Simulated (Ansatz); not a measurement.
Results of RPBE-D3(BJ) in Ansatz (PAW) for anthracene C14H10.

### Question
Give the computed lattice energy and volume per molecule.

### Answer

- lattice energy: 105 kJ/mol
- volume per molecule: 222.57 Å³

Note: the PAW data were made under another functional than the one run.

Static lattice: no zero-point or thermal effects.

Cost on a shared machine: very roughly 21 core-minutes.

Ansatz is a first-principles code.
